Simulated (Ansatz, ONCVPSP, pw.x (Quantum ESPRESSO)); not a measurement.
## Equation-of-state test of one ONCV potential (lithium)

Li (Z = 3), optimised norm-conserving Vanderbilt (ONCV), made with ONCVPSP 4.0.1 (LDA (Perdew-Wang 92), scalar-relativistic). Core none, reference 1s2 2s1. Waves: 1s+2s: rc 1.00 bohr, ncon 4, nbas 9, qcut 10.3 1/bohr, 2 projectors; p scattering state at 0.29 Ha: rc 1.00 bohr, ncon 4, nbas 7, qcut 8.8 1/bohr, 2 projectors, debl 1.4 Ha; d scattering state at 0.42 Ha: rc 0.80 bohr, ncon 4, nbas 7, qcut 13.2 1/bohr, local. Local part: the d channel. Core correction: none.

Atomic tests: cutoffs needed: 43 Ha and 51 Ha (the cutoffs (Ha) at which the residual kinetic energy of the hardest occupied pseudo-wave falls to 1 and 0.1 mHa per electron); ghost test: no bound ghost flagged; no localised positive-energy state flagged; largest excitation error: +656 meV (all-electron minus pseudo) for 1s1 2s1, out of 4 test configurations.

Crystal test: bcc Li in pw.x 7.5, no spin, 14³ k-points, Fermi–Dirac smearing 0.01 Ry, cutoffs 120/480 Ry. The reference is all-electron LAPW (Ansatz 0.2.0) with the same functional, mesh and smearing; V0 and B0 come from Birch–Murnaghan fits to the pressures at five volumes. Errors are pseudo minus all-electron; Δ is the rms difference of the E(V) curves that follow from these fits, minima aligned, over ±6 % about the mean V0. Mesh and smearing are coarse, so the numbers serve the comparison and aren't converged zero-temperature values; the lattice is a test structure that the element need not adopt.

| V (Å³/atom) | P all-electron (GPa) | P pseudo (GPa) |
| --- | --- | --- |
| 18.133 | 0.82 | 0.83 |
| 18.610 | 0.38 | 0.38 |
| 19.087 | -0.02 | -0.01 |
| 19.564 | -0.37 | -0.36 |
| 20.041 | -0.69 | -0.68 |

All-electron: a0 = 3.366 Å (V0 = 19.06 Å³/atom), B0 = 15.0 GPa.

Pseudopotential: mean pressure error (GPa): +0.01; a0 (Å): 3.366; a0 error (%): +0.02; B0 error (%): +0.1; Δ (meV/atom): 0.0.

Q: At the middle volume, how do free energy and pressure move when the wave cutoff is lowered (ecutrho kept at four times it)?

A:

```json
{"cutoff (Ry)": "54", "shift of F (meV/atom)": "+1823.9", "shift of P (GPa)": "-49.55"}
{"cutoff (Ry)": "72", "shift of F (meV/atom)": "+298.7", "shift of P (GPa)": "-13.58"}
{"cutoff (Ry)": "96", "shift of F (meV/atom)": "+10.0", "shift of P (GPa)": "-0.99"}
```

The run at the middle volume (104 k-points, 5 iterations) took about 9.5 s on one core of a shared host (AMD EPYC 9R45 96-Core Processor, 96 threads, 376 GiB, load 56).
